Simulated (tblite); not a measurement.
Compound: C₄H₆FO (doublet state).
Z-matrix (Å and degrees, GFN2-xTB geometry), rows numbered from 1:
```
C 
C   1  1.4726
F   2  1.3495  1  117.35
C   2  1.4705  1  124.48  3   165.01
C   4  1.5225  2   92.81  1   -78.19
O   5  1.2104  4  123.69  2    86.40
H   1  1.0870  2  110.39  3    -2.04
H   1  1.0963  2  109.63  3  -122.75
H   1  1.0924  2  111.14  3   119.03
H   4  1.0863  2  113.39  1   165.47
H   4  1.0872  2  112.08  1    36.55
H   5  1.0998  4  113.51  2   -87.01
```

Computed with GFN2-xTB (tblite): harmonic, unscaled wavenumbers at the GFN2-xTB geometry, gas phase. The method is semi-empirical: single wavenumbers can be off by several per cent or more. One conformer, not necessarily the lowest. Open shells enter through the occupations alone, without spin polarisation, and single modes of such species can be off by tens of per cent.

Harmonic wavenumbers (cm⁻¹): 114.8, 131.5, 140.5, 224.0, 264.9, 352.1, 421.8, 499.9, 815.2, 846.7, 916.7, 979.8, 992.8, 1006.0, 1078.2, 1165.4, 1283.0, 1306.1, 1337.1, 1395.6, 1416.8, 1430.1, 1456.7, 1701.0, 2830.0, 2915.5, 2966.6, 3017.6, 3039.9, 3053.4.

A = 5527, B = 2828, C = 2351 MHz; mass 89.040 u (most abundant isotopes); point group C1, symmetry number 1; spin multiplicity 2.

Problem. Zero-point energy?

Solution. Half the sum of the wavenumbers: 19550 cm⁻¹ = 233.87 kJ/mol.

Problem. What is S at 298.15 K and 1 bar for an ideal gas of classical rigid rotors and harmonic oscillators?

Solution. Translation 164.84, rotation 111.18, vibration 67.85, spin (R ln 2) 5.76: S = 349.6 J/(mol K).

Problem. And Cp and H(298.15 K) − H(0)?

Solution. Cp = 107.66 J/(mol K), of which vibrations give 74.40 (their classical limit is 30 R = 249.4); H(298.15 K) − H(0) = 21.25 kJ/mol without the zero-point energy, 11.33 from vibrations.

Problem. What must be added to the electronic energy to get the Gibbs energy at 298.15 K and 1 bar?

Solution. ZPE + [H(298.15 K) − H(0)] − T·S = 233.87 + 21.25 − 104.24 = 150.88 kJ/mol.

Problem. Blend soft modes into free rotors: weight 1/[1 + (100 cm⁻¹/ν̃)⁴] for the oscillator and the rest for a rotor with moment μB/(μ + B), μ = h/(8π²ν), B = 10⁻⁴⁴ kg m². What vibrational entropy results?

Solution. 66.60 J/(mol K) in place of 67.85, which changes −T·S at 298.15 K by +0.37 kJ/mol.

Hindered rotation and anharmonicity are outside this model. Other conformers, if any are populated, would add a mixing term that is left out. The structure is chiral; the term R ln 2 for an equal mix with its mirror image is left out.
